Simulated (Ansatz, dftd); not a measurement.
Reaction: CH5Si (SMILES [SiH3][CH2], doublet) → CH5Si (SMILES C[SiH2], doublet)
Each species at its own B3LYP-D3(BJ)/def2-TZVP minimum (Ansatz, a first-principles code).

Property: isomerisation energy (electronic), in kcal/mol. UHF or UKS for unpaired electrons; spin-orbit terms are left out. Correlated methods leave the cores frozen. Rows without X2C or -DK are non-relativistic. CBS(X,Y): correlation extrapolated as X^-3, Hartree-Fock from the larger set. A bracket is a step between two methods taken in the basis named. Functionals run without relativity, which enters their misses. Double hybrids freeze cores in their MP2 part. 'core' is core correlation in cc-pwCVTZ (1s frozen past Ne), 'X2C' scalar relativity in cc-pVTZ-DK, both at CCSD(T).

| level | program | isomerisation energy (kcal/mol) | difference against the last row |
|---|---|---|---|
| PBE-D4/def2-TZVPD | Ansatz + dftd4 | -14.1 | -3.0 |
| r2SCAN/def2-TZVPD | Ansatz | -10.9 | 0.2 |
| CAM-B3LYP/def2-TZVPD | Ansatz | -10.3 | 0.8 |
| wB97X-V/def2-TZVPD | Ansatz | -10.4 | 0.7 |
| B2GP-PLYP-D3(BJ)/def2-TZVPD | Ansatz + dftd3 | -11.0 | 0.1 |
| CCSD/cc-pV(D+d)Z | Ansatz | -10.3 | 0.8 |
| CCSD/CBS(cc-pV(T+d)Z,cc-pV(Q+d)Z) | Ansatz | -10.1 | 1.0 |
| CCSDT(Q)/aug-cc-pV(D+d)Z | Ansatz | -10.9 | 0.2 |
| CCSDT(Q)/cc-pV(D+d)Z | Ansatz | -10.9 | 0.2 |
| CCSD(T)/CBS(aug-cc-pV(T+d)Z,aug-cc-pV(Q+d)Z) + [CCSDT(Q) - CCSD(T)]/aug-cc-pV(D+d)Z + core + X2C | Ansatz | -11.1 | 0.0 |
